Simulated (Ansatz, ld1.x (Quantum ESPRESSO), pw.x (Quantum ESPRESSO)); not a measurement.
Au: one change to the RRKJ potential, in the atom and in the fcc crystal

Au, norm-conserving RRKJ (Kleinman–Bylander form), made with ld1.x (Quantum ESPRESSO) 7.5 (PBE, scalar-relativistic). Core [Xe] 4f14, reference 5d10 6s1 6p0. Waves: 6p (bound, empty): rc 2.45 bohr; 5d (bound): rc 1.70 bohr; 6s (bound): rc 2.50 bohr. Local part: the s channel. Core correction: a·sin(br)/r model core inside 1.10 bohr.

Change: core correction none.

Cutoffs, loose and tight: the cutoffs (Ry, on a coarse ladder) from which the occupation-weighted sum of valence levels, in a spherical-Bessel basis at the reference potential, stays within 10 and 1 mRy of its value at 400 Ry. They do not see the model core or the augmentation charge, which bear on the density cutoff. Test errors are all-electron minus pseudo excitation energies from the reference, over the configurations 5d10 6s0 6p0; 5d9 6s0 6p0; 5d8 6s0 6p0; 5d7 6s0 6p0; 5d10 6s0 6p1; 5d10 6s0.5 6p0; 5d9 6s1 6p0; variants that change the core or the reference have their own tests.

Crystal test: fcc Au in pw.x 7.5, no spin, 14³ k-points, Fermi–Dirac smearing 0.01 Ry, cutoffs set for each file from its atomic test. The reference is all-electron LAPW (Ansatz 0.2.0) with the same functional, mesh and smearing; V0 and B0 come from Birch–Murnaghan fits to the pressures at five volumes. Errors are pseudo minus all-electron; Δ is the rms difference of the E(V) curves that follow from these fits, minima aligned, over ±6 % about the mean V0. Mesh and smearing are coarse, so the numbers serve the comparison and aren't converged zero-temperature values; the lattice is a test structure that the element need not adopt.

All-electron: a0 = 4.158 Å (V0 = 17.97 Å³/atom), B0 = 139.3 GPa.

Task: Does the change bring the crystal closer to the all-electron result?

Result: The mean pressure error goes from +3.58 to +2.74 GPa, so the change moves the solid closer to the all-electron pressures.

| quantity | base | changed |
| --- | --- | --- |
| outcome (atom) | generated | generated |
| cutoff, loose (atom) | 40 Ry | 40 Ry |
| cutoff, tight (atom) | 55 Ry | 55 Ry |
| bound ghosts (atom) | none | none |
| largest test error (meV) (atom) | -1035 | -658 |
| cutoffs in pw.x (Ry) | 70/280 | 70/280 |
| a0 (Å) | 4.193 | 4.185 |
| a0 error (%) | +0.86 | +0.65 |
| B0 error (%) | -4.1 | -2.3 |
| Δ (meV/atom) | 14.0 | 10.8 |
| mean pressure error (GPa) | +3.58 | +2.74 |

Base: This is a poor potential for the solid. Changed file: This is a poor potential for the solid. The atomic cutoffs weigh occupied waves only.
